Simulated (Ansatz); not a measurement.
Consider the hydrogenolysis of a C–C bond: `C#CC(C)OC` + H₂ → `C#CCOC` + CH₄.

Calculated with Ansatz (gas phase, PBE0-D4/def2-TZVP geometries, no zero-point term in ΔE). CCSD(T)/CBS is the MP2 limit (def2-TZVPP, def2-QZVPP) plus CCSD(T) − MP2 in def2-TZVPP, frozen cores. This one scheme is used for every species. Functionals use def2-TZVPP. B3LYP here is the variant with VWN-RPA as its local correlation; programs differ in this. One conformer a species, not always the lowest.

```json
{"species": "`C#CC(C)OC`", "B3LYP-D4 energy (Eh)": "-270.61329"}
{"species": "H₂", "B3LYP-D4 energy (Eh)": "-1.18011"}
{"species": "`C#CCOC`", "B3LYP-D4 energy (Eh)": "-231.27281"}
{"species": "CH₄", "B3LYP-D4 energy (Eh)": "-40.54051"}
```

Q: Work out ΔE.

A: ΔE = (-231.27281) + (-40.54051) − (-270.61329) − (-1.18011) = -0.01992 Eh = -52.3 kJ/mol. CCSD(T)/CBS gives -46.3 kJ/mol.

Largest T1 diagnostic among the species: 0.011.

The D4 term adds +11.2 kJ/mol with B3LYP and +6.2 kJ/mol with PBE0; it sums over pairs of atoms, weighted by their polarisabilities, and B3LYP, whose exchange is more repulsive, gets the larger term. In def2-TZVPP, CCSD(T) changes the Hartree–Fock value by +23.6 kJ/mol (the triples alone add +4.9 kJ/mol) and MP2 by +28.7 kJ/mol.
